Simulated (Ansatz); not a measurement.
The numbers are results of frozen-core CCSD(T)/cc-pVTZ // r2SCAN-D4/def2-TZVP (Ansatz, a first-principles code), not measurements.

Ansatz 0.2 input:
```yaml
crystal:
  periodic: [false, false, false]
  atoms:
    - { symbol: C, position_ang: [-0.000004, 0.000002, -0.000002] }
    - { symbol: H, position_ang: [1.028975, -0.327444, -0.002773] }
    - { symbol: H, position_ang: [-0.798065, -0.727405, -0.000542] }
    - { symbol: H, position_ang: [-0.230905, 1.054846, 0.003318] }
basis:
  gaussian: { orbitals: cc-pVTZ }
correlation:
  method: ccsd_t
magnetization:
  spin_polarized: true
  initial_magnetization: 1
```

Output:

```
Functional definition: HF
394 factors; integrals over basis functions are off by at most 1.0e-3 eV
mean field evaluation 1: about -1076.2610 eV, gradient 1.1e1 eV
mean field evaluation 2: about -1076.2604 eV, gradient 1.1e1 eV
mean field evaluation 4: about -1076.9455 eV, gradient 1.1e0 eV
mean field evaluation 8: about -1076.9572 eV, gradient 4.0e-4 eV
mean field evaluation 16: about -1076.9581 eV, gradient 1.2e-1 eV
mean field -1076.95715282 eV, -39.5774453785 hartree, gradient 7.6e-7 eV, S^2 0.761747; 0 other end points of the search recorded, 0 dependent functions left out
1 core orbitals not correlated
reference -1076.95715282 eV, -39.5774453785 hartree; 4, 3 occupied and 67, 68 virtual orbitals, 394 factors
second order -4.30440262 eV of doubles, -0.00000000 eV of singles
cycle   1  -4.71455363 eV  change   -4.1e-1 eV  update   3.9e-2
cycle   2  -4.85186036 eV  change   -1.4e-1 eV  update   1.4e-2
cycle   3  -4.86470814 eV  change   -1.3e-2 eV  update   4.6e-3
cycle   4  -4.86519436 eV  change   -4.9e-4 eV  update   1.8e-3
cycle   5  -4.86542628 eV  change   -2.3e-4 eV  update   5.5e-4
cycle   6  -4.86550820 eV  change   -8.2e-5 eV  update   1.3e-4
cycle   7  -4.86552487 eV  change   -1.7e-5 eV  update   3.8e-5
cycle   8  -4.86552473 eV  change    1.5e-7 eV  update   1.1e-5
cycle   9  -4.86552327 eV  change    1.5e-6 eV  update   2.6e-6
perturbative correction -0.12856068 eV, -0.0047245177 hartree
Total energy: -1081.95123677 eV, -39.7609745782 hartree
```

Cost: roughly 2.4 core-seconds.
